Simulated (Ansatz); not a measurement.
**SOF2 (SMILES O=S(F)F): levels of theory compared**

Aim: a comparison of 6 runs (HF/STO-3G, HSE06/STO-3G, UPBE/STO-3G, r2SCAN/STO-3G, r2SCAN0/STO-3G, CCSD(T)/STO-3G) of SOF2. 

The results are computed with Ansatz 0.2.0.

70 further runs of the same task are left out: 9 that didn't finish, 61 set aside as unsound or not needed.

## 1. The system as given

SOF2 has 4 atoms, charge 0, and is taken as a singlet. SMILES: `O=S(F)F`. The F3–S2 distance was set to 3.970 Å, away from the relaxed value. At this shape a bond of the SMILES string is far longer than usual.

Bond lengths: O1–S2 1.419 Å, S2–F4 1.588 Å. Angles: O1–S2–F4 106.4°.

## 2. A single-point energy at HF/STO-3G (run 1)

File in.yaml:

```yaml
crystal:
  periodic: [false, false, false]
  atoms:
    - {symbol: O, position_ang: [2.392045, -1.778994, -1.386949]}
    - {symbol: S, position_ang: [1.308345, -2.271794, -0.614849]}
    - {symbol: F, position_ang: [-1.124400, 0.804200, 0.000400]}
    - {symbol: F, position_ang: [1.802945, -2.290194, 0.893951]}
basis:
  gaussian:
    orbitals: STO-3G
magnetization:
  spin_polarized: false
  initial_magnetization: 0
hamiltonian:
  xc: hf
accuracy: high
```

Run with:

```console
$ ansatz run in.yaml --threads 1 --pin off --max-ram 2610MiB --events-out events.jsonl --progress --plain --runs-dir runs
```

Standard output:

```text
Warning: RAYON_NUM_THREADS=1 ignored (pool sized by the plan → 1); use --threads N
Functional definition: HF
  name "HF"
  exchange = exact_x
  correlation = 0
408 factors; integrals over basis functions are off by at most 3.9e-8 eV
mean field evaluation 1: about -18020.3494 eV, gradient 3.1e1 eV
mean field evaluation 2: about -18020.4256 eV, gradient 3.1e1 eV
mean field evaluation 4: about -18023.0202 eV, gradient 1.7e1 eV
mean field evaluation 8: about -18016.5884 eV, gradient 1.9e1 eV
mean field evaluation 16: about -18029.8474 eV, gradient 1.3e-2 eV
mean field evaluation 32: about -18019.5288 eV, gradient 1.4e1 eV
mean field evaluation 64: about -18029.3718 eV, gradient 8.2e0 eV
mean field -18029.84590225 eV, -662.5846158393 hartree, gradient 2.5e-8 eV, S^2 0.000000; 1 other end points of the search recorded, 0 dependent functions left out
reference -18029.84590225 eV, -662.5846158393 hartree; 21, 21 occupied and 3, 3 virtual orbitals, 408 factors
Total energy: -18029.84590225 eV, -662.5846158393 hartree
```

Wall time 0.24 s (1 thread of Arm Neoverse V1, shared host).

## 3. A single-point energy at HSE06/STO-3G (run 2)

File job.yaml:

```yaml
crystal:
  periodic: [false, false, false]
  atoms:
    - {symbol: O, position_ang: [2.392045, -1.778994, -1.386949]}
    - {symbol: S, position_ang: [1.308345, -2.271794, -0.614849]}
    - {symbol: F, position_ang: [-1.124400, 0.804200, 0.000400]}
    - {symbol: F, position_ang: [1.802945, -2.290194, 0.893951]}
basis:
  gaussian:
    orbitals: STO-3G
hamiltonian:
  xc: {name: HSE06}
accuracy: high
```

Run with:

```console
$ ansatz run job.yaml --threads 1 --pin off --max-ram 2610MiB --events-out events.jsonl --progress --plain --runs-dir runs
```

Standard output:

```text
Warning: RAYON_NUM_THREADS=1 ignored (pool sized by the plan → 1); use --threads N
Functional definition: HSE06
  name "HSE06"
  parameter a = 0.25
  parameter omega = 0.11/bohr
  exchange = pbe_x - a*pbe_x_sr(omega) + a*exact_x_sr(omega)
  correlation = pbe_c
408 factors; integrals over basis functions are off by at most 3.9e-8 eV
56 factors; integrals over basis functions are off by at most 1.0e-9 eV
mean field evaluation 1: about -18054.7520 eV, gradient 3.7e1 eV
mean field evaluation 2: about -17655.9461 eV, gradient 6.6e0 eV
mean field evaluation 4: about -18001.6589 eV, gradient 1.4e2 eV
mean field evaluation 8: about -18068.6190 eV, gradient 3.1e0 eV
mean field evaluation 16: about -18068.7690 eV, gradient 1.9e-7 eV
mean field evaluation 32: about -18067.7812 eV, gradient 1.5e1 eV
mean field -18068.76901359 eV, -664.0150137978 hartree, gradient 2.7e-8 eV, S^2 0.000000; 4 other end points of the search recorded, 0 dependent functions left out
reference -18068.76901460 eV, -664.0150138351 hartree; 21, 21 occupied and 3, 3 virtual orbitals, 408 factors
Total energy: -18068.76901460 eV, -664.0150138351 hartree
```

It took 3.6 s on 1 thread of Arm Neoverse V1, shared host; peak memory 0.1 GiB.

Run 3 isn't shown in full; the table further down has it.

## 4. A single-point energy at r2SCAN/STO-3G (run 4)

File input.yaml:

```yaml
crystal:
  periodic: [false, false, false]
  atoms:
    - symbol: O
      position_ang: [2.392045, -1.778994, -1.386949]
    - symbol: S
      position_ang: [1.308345, -2.271794, -0.614849]
    - symbol: F
      position_ang: [-1.124400, 0.804200, 0.000400]
    - symbol: F
      position_ang: [1.802945, -2.290194, 0.893951]
basis:
  gaussian:
    orbitals: STO-3G
accuracy: high
hamiltonian:
  xc: {name: r2SCAN}
```

Run with:

```console
$ ansatz run input.yaml --threads 1 --pin off --max-ram 2610MiB --events-out events.jsonl --progress --plain --runs-dir runs
```

Standard output:

```text
Warning: RAYON_NUM_THREADS=1 ignored (pool sized by the plan → 1); use --threads N
Functional definition: r2SCAN
  name "r2SCAN"
  parameter k0 = 0.174
  parameter k1 = 0.065
  parameter a1 = 4.9479
  exchange = r2scan_x(k0 = k0, k1 = k1, a1 = a1)
  correlation = r2scan_c
408 factors; integrals over basis functions are off by at most 3.9e-8 eV
mean field evaluation 1: about -18062.8682 eV, gradient 3.8e1 eV
mean field evaluation 2: about -17662.4683 eV, gradient 6.5e0 eV
mean field evaluation 4: about -18005.2735 eV, gradient 1.4e2 eV
mean field evaluation 8: about -18077.6074 eV, gradient 2.9e0 eV
mean field evaluation 16: about -18077.6171 eV, gradient 6.6e-5 eV
mean field evaluation 32: about -18076.5596 eV, gradient 1.5e1 eV
mean field -18077.61708995 eV, -664.3401746068 hartree, gradient 4.1e-8 eV, S^2 0.000000; 4 other end points of the search recorded, 0 dependent functions left out
reference -18077.61709012 eV, -664.3401746128 hartree; 21, 21 occupied and 3, 3 virtual orbitals, 408 factors
Total energy: -18077.61709012 eV, -664.3401746128 hartree
```

It took 9 s on 1 thread of Arm Neoverse V1, shared host; peak memory 0.14 GiB.

Run 5 isn't shown in full; the table further down has it.

## 5. The energy at CCSD(T)/STO-3G (run 6)

Changes to in.yaml since step 2:

```diff
@@ -1 +1,4 @@
+basis:
+  gaussian:
+    orbitals: STO-3G
 crystal:
@@ -7,5 +10,2 @@
     - {symbol: F, position_ang: [1.802945, -2.290194, 0.893951]}
-basis:
-  gaussian:
-    orbitals: STO-3G
 magnetization:
@@ -13,4 +13,7 @@
   initial_magnetization: 0
-hamiltonian:
-  xc: hf
+correlation:
+  method: ccsd_t
+  frozen_orbitals: {F: 1, O: 1, S: 5}
 accuracy: high
+scf:
+  omitted_lower_state_checks: [cluster_reference, increment]
```

Run with:

```console
$ ansatz run in.yaml --threads 1 --pin off --max-ram 2610MiB --events-out events.jsonl --progress --plain --runs-dir runs
```

Standard output:

```text
Warning: RAYON_NUM_THREADS=1 ignored (pool sized by the plan → 1); use --threads N
[... 15 lines left out ...]
8 core orbitals not correlated: weight in the atoms' cores, before any rotation towards them, 1.000 or more for the frozen orbitals, at most 0.000 for the correlated occupied ones
[... 135 lines left out ...]
WARN: these amplitudes may be one of several solutions (largest doubles amplitude 0.99, level shift 21.69 eV)
Total energy: -18041.82864340 eV, -663.0249734542 hartree
Checks for a lower state left out: cluster_reference, increment
```

Run time: 0.89 s. Hardware: 1 thread of Arm Neoverse V1, shared host.

## 6. The series

```tsv
run	level	frozen core orbitals	energy (Eh)	wall time
1	HF/STO-3G	–	-662.584616	0.24 s
2	HSE06/STO-3G	–	-664.015014	3.6 s
3	UPBE/STO-3G	–	-664.025655	27 s
4	r2SCAN/STO-3G	–	-664.340175	9 s
5	r2SCAN0/STO-3G	–	-664.277631	7.8 s
6	CCSD(T)/STO-3G	8	-663.024973	0.89 s
```

## 7. What came out

| quantity | value |
| --- | --- |
| run 6: total energy | -663.02497 Eh |
| run 6: correlation energy (8 core orbitals frozen) | -440.4 mEh |
| run 6: (T) correction | -43.03 mEh |
| run 6: T1 diagnostic | 0.047 |

In words: Totals of different functionals can't be ranked against each other. In run 6 the T1 diagnostic is large, so a single reference may not serve. In run 6 the log says that unrestricted orbitals would lower the reference, so the values rest on an unstable closed-shell determinant (other closed-shell runs at this shape may share the fault). In runs 1, 2, 3, 4, 5, 6 the basis is minimal, so the values are rough. In runs 1, 2, 4, 5, 6 a closed-shell determinant meets a far-stretched bond, which it describes badly. Spin contamination of the reference: run 3 ⟨S²⟩ = 0.94. Where it is this large, the reference is a mixture of spin states, and values that rest on it are in doubt. All runs together took 48 s, the longest 27 s.
